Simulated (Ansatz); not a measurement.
Geometry optimisation, RKS B3LYP/cc-pVDZ (Ansatz).

input.yaml

```yaml
crystal:
  periodic: [false, false, false]
  atoms:
    - { symbol: B, position_ang: [0.0, 0.0, 0.0] }
    - { symbol: "N", position_ang: [0.0, 0.0, 1.55] }
    - { symbol: H, position_ang: [-0.877, -0.2713, 2.08] }
    - { symbol: H, position_ang: [0.877, 0.2713, 2.08] }
    - { symbol: O, position_ang: [1.2211, 0.0, -0.705] }
    - { symbol: H, position_ang: [1.5209, -0.9519, -0.8599] }
    - { symbol: H, position_ang: [-1.0305, 0.0, -0.595] }
basis:
  gaussian: { orbitals: cc-pVDZ }
hamiltonian:
  xc: b3lyp
relax:
  f_tol: 0.02
  max_steps: 40
```

Command:

```bash
$ ansatz run input.yaml --threads 2 --pin off --max-ram 3072MiB --backend cpu --events-out ev --progress --plain --runs-dir out
```

Problem. Where does it end, and by what steps?

Solution. The forces met the threshold. After 10 steps the energy has fallen by 1.011 eV; H6 moved furthest, 0.71 Å.

```csv
step,energy less start (eV),largest force component (eV/Å),accepted
0,0.0000,3.458,yes
1,-0.4983,1.852,yes
2,-0.5738,1.992,yes
3,-0.7229,0.835,yes
4,-0.8659,0.594,yes
5,-0.9832,0.485,yes
6,-0.9871,0.673,yes
7,-0.9624,1.906,no
8,-1.0090,0.175,yes
9,-1.0107,0.070,yes
10,-1.0110,0.007,yes
```

```xyz
7
Properties=species:S:1:pos:R:3
B 0.096 -0.196 0.150
N -0.025 0.043 1.527
H -0.918 0.133 1.991
H 0.777 0.138 2.138
O 1.358 -0.304 -0.392
H 1.329 -0.467 -1.341
H -0.906 -0.300 -0.522
```

Run time: 9 s on 2 threads of AMD EPYC 7B13 (Zen 3), with other jobs on the host, peak memory 0.15 GiB.
